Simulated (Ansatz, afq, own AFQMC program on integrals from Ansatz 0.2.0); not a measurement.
## Be2H2, singlet in cc-pVDZ, levels against full CI

```xyz
4

Be    0.0000    0.0000    2.8445
Be    0.0000    0.0000   -2.8445
H     0.0000    0.0000    4.1920
H     0.0000    0.0000   -4.1920
```

Connectivity, by distances: BeH ··· BeH.

Basis cc-pVDZ. Only valence electrons are correlated. Integrals, coupled cluster, full CI and functionals: Ansatz 0.2.0; the random walks run on the same integrals in our own AFQMC program. ph-AFQMC/CISD is guided by a CISD state made of CCSD amplitudes; releasing the constraint for a short imaginary time cuts its bias at the price of noise, slowly where states lie close. ± is one standard error of the sampling.

Determinant: RHF, the one that the program's search chose, which needn't be the lowest solution. The geometry is a point of a scan.

Full CI on the same integrals is exact in this basis and with this determinant's frozen core.

Cautions: higher spins were not checked; restricted determinant unstable towards unrestricted (UHF 2.91 eV lower, ⟨S²⟩ 1.00); strong correlation (T1 0.059, weight of the determinant 0.56, largest double 0.81); (T) is large, 7 % of the CCSD correlation; the CCSD(T) amplitudes may be one of several solutions (largest double 0.81); the CCSDT(Q) amplitudes may be one of several solutions (largest double 0.88); the ph-AFQMC/CISD walk drifts between its halves (2.2 errors); the released energy hasn't reached full CI (72 meV above it at 2.40 1/Eh), so no released level is given (meV from the phaseless value at times in 1/Eh: 29 ± 21 at 0.24, -6 ± 22 at 0.51, -35 ± 20 at 0.99, -20 ± 23 at 1.62, -11 ± 24 at 2.40).

The T1 diagnostic is 0.0592. The weight of the determinant in the CISD state is 0.561. The size of the correlated space is 6 electrons in 36 orbitals.

```tsv
level	correlation energy (eV)
MP2	-3.1504
CCSD	-4.7429
CCSD(T)	-5.0624
```

(1) Estimate where phaseless AFQMC with the Hartree–Fock trial lies against CCSD(T) on the same integrals.

(1) 113.8 ± 7.3 kJ/mol above CCSD(T).

Reference: full CI, correlation energy -5.025 eV. The cautions show a poor starting determinant, so the rows tell how each method copes with it here, and full CI is the sure value.

```json
{"level": "CCSD(T)", "E − E(reference) (kJ/mol)": "-3.6", "share of correlation (%)": "100.74"}
{"level": "CCSDT", "E − E(reference) (kJ/mol)": "0.9", "share of correlation (%)": "99.81"}
{"level": "CCSDT(Q)", "E − E(reference) (kJ/mol)": "-0.3", "share of correlation (%)": "100.06"}
{"level": "ph-AFQMC/HF", "E − E(reference) (kJ/mol)": "110.2 ± 7.3", "share of correlation (%)": "77.27"}
{"level": "ph-AFQMC/CISD", "E − E(reference) (kJ/mol)": "8.0 ± 2.5", "share of correlation (%)": "98.34"}
```

CCSDT and higher add their correlation energy to the determinant of the CCSD(T) run, since their own runs factorise the integrals more tightly (a shift of under 2 meV). A walk keeps the symmetry of its determinant, which the program's search chose and which needn't be the lowest solution, so a lower state of the same spin and another symmetry isn't excluded.
